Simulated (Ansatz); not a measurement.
Ideal-gas functions of C4H4S (`CC#CC=S`) at 400 K and 1 bar, from an Ansatz frequency run at PBE0-D4/def2-TZVP.

Molar mass 84.14 g/mol, point group C1 (symmetry number 1), electronic degeneracy 1, moments of inertia 19.01, 338.255, 354.128 u Å². Harmonic wavenumbers (cm⁻¹, unscaled): 22, 117, 191, 311, 424, 498, 772, 872, 1029, 1043, 1048, 1237, 1376, 1404, 1458, 1462, 2323, 3047, 3093, 3115, 3125.

Use S(trans) = R[1.5 ln M + 2.5 ln T − 1.1517]; rotational temperatures θ = 24.2544 K / I; S(rot) = R[ln(√π/σ · √(T³/θAθBθC)) + 1.5]; for each mode x = 1.438777 ν̃/T, S = R[x/(eˣ − 1) − ln(1 − e⁻ˣ)] and H = RT x/(eˣ − 1); 1 cm⁻¹ = 0.0119627 kJ/mol; R = 8.31446 J/(mol·K).

Problem. By hand: the entropy, in J/(mol·K).

Solution. Translation 170.2. Rotation: θ = 1.2759, 0.0717, 0.0685 K, giving 113.0. Vibration, mode by mode: 29.41, 15.57, 11.60, 7.80, 5.57, 4.50, 2.07, 1.55, 0.99, 0.95, 0.93, 0.54, 0.35, 0.32, 0.28, 0.27, 0.02, 0.00, 0.00, 0.00, 0.00, in all 82.7. Electronic 0.0. Sum 365.9 J/(mol·K).

Problem. By hand: H − E and G − E in kJ/mol, counted from the electronic energy.

Solution. Zero-point energy ½ × 27967 × 0.0119627 = 167.3; thermal vibration 15.2; translation, rotation and pV give 4 RT = 13.3. H − E = 195.8 kJ/mol, and G − E = 195.8 − 400 × 365.9/1000 = 49.4 kJ/mol.

Vibration gives 23 % of the entropy, 45.0 J/(mol·K) of it from the modes under 150 cm⁻¹: soft modes count most, and the harmonic formula is weakest for them. The sum counts one conformer and one mirror image; others add a mixing term.
